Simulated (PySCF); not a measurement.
**Working with the constants of HF⁺**

UHF-CCSD(T) constants of HF⁺, ²Π (doublet), unpaired electrons π ↑ (PySCF, no relativity, basis sets H aug-pcseg-1, F aug-pcseg-1; masses 1.0078 and 18.9984 u):

| Quantity | Value |
| --- | --- |
| ωe | 2969.9 cm⁻¹ |
| ωexe | 94.5 cm⁻¹ |
| Be | 17.143 cm⁻¹ |
| αe | 0.939 cm⁻¹ |
| D (centrifugal) | 0.00228 cm⁻¹ |
| De to H⁺ + F | 3.48 eV |

(1) Give the vibrational terms G(v) and spacings up to v = 3.

(2) How well does the Morse estimate ωe²/(4ωexe) reproduce De, and what is D0?

Correlated steps freeze 1 core orbital. Correlated levels converge slowly with the basis: in double zeta they bind strong bonds too weakly, by up to about 1 eV, and carry superposition errors of some tenths. For an ion De counts to the pair picked by the measured ionisation energies or electron affinities, which need not be the lowest pair at this level. The state is the lowest determinant that a PBE0 search found; another state may lie lower at other levels.

## Answers

(1) G(v) = ωe(v+½) − ωexe(v+½)².

```json
{"v": "0", "G(v) (cm⁻¹)": "1461", "G(v) − G(v−1)": "", "Bv (cm⁻¹)": "16.67"}
{"v": "1", "G(v) (cm⁻¹)": "4242", "G(v) − G(v−1)": "2781", "Bv (cm⁻¹)": "15.73"}
{"v": "2", "G(v) (cm⁻¹)": "6834", "G(v) − G(v−1)": "2592", "Bv (cm⁻¹)": "14.80"}
{"v": "3", "G(v) (cm⁻¹)": "9237", "G(v) − G(v−1)": "2403", "Bv (cm⁻¹)": "13.86"}
```

(2) It gives 2.89 eV, 83 % of the computed De. D0 = De − G(0) = 3.48 − 0.18 = 3.30 eV.
